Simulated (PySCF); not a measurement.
Compound: C₃H₄O (triplet state).
Structure used (GFN2-xTB), in Å, numbered top down from 1:
```
atom  x, y, z in Å
C1    -1.102   -0.265    0.024
C2     0.154    0.022   -0.630
C3     1.420    0.336   -0.165
O4     2.459    0.581   -0.756
H5    -1.536   -1.177   -0.393
H6    -1.011   -0.382    1.111
H7    -1.814    0.540   -0.180
H8     1.440    0.356    0.964
```

The hyperfine couplings belong to this conformer and change with its torsions.

Identity: `C[C]C=O` [triplet].

Method: UKS B3LYP, pcH-1 on C H O, non-relativistic, mean-field spin-orbit, GIAO (PySCF). The structure is a single GFN2-xTB conformer in the gas phase; no vibrational or solvent corrections. This triplet need not be the ground state; the singlet was not compared here. The geometry wasn't refined by DFT: couplings that depend on bond lengths, twists or pyramidal angles can differ widely from those at the functional's own minimum. No stability test was run, so a lower SCF solution isn't excluded.

(1) Give the principal g shifts and their parts.

(2) How much does each term add to the isotropic shift?

(3) What effective moment and Curie constant follow for a powder at temperatures where kT is far above the zero-field splitting?

(4) What are the electron Larmor frequencies g μB B/h along the three axes at 340 mT?

## Answers

(1) 
```tsv
Δg (ppm)	1	2	3
relativistic mass correction	-173	-173	-173
gauge correction	2	18	31
orbital Zeeman/spin–orbit	231	1174	3998
total	60	1019	3856
```

So g = 2.00238, 2.00334, 2.00618 and g_iso = 2.00396; the tensor is rhombic: the two nearest values differ by 25 % of g3 − g1. Axes: g3 points within 8° of the C1–C2 bond.

(2) The orbital-Zeeman/spin–orbit term 1801, the mass correction -173 and the gauge correction 17 ppm, for a total of 1645 ppm. The orbital-Zeeman/spin–orbit term is the largest in size. The mass correction is the same along every axis, so the anisotropy comes from the other two: their spans along these axes are 29 (gauge) and 3767 ppm (orbital Zeeman/spin–orbit).

(3) With the mean of g² = 4.0159 and S(S+1) = 2.00: μ_eff = √(⟨g²⟩S(S+1)) = 2.834 μB and χT = 0.12505·⟨g²⟩·S(S+1) = 1.004 cm³ K/mol (cgs; spin-Hamiltonian part alone).

(4) 9.5288, 9.5333, 9.5468 GHz for g1, g2 and g3, a range of 18.1 MHz.

The Mulliken spin populations are largest on C2 (+1.61), O4 (+0.37), C3 (-0.13) and C1 (-0.10). The positive populations add up to 2.23 and the negative ones to -0.23, together 2S = 2.

The HOMO–LUMO gaps are 7.31 eV among the α and 3.70 eV among the β orbitals.

Hardware: Arm Neoverse V2, one thread, on a shared host. Cost: 8.9 s wall.
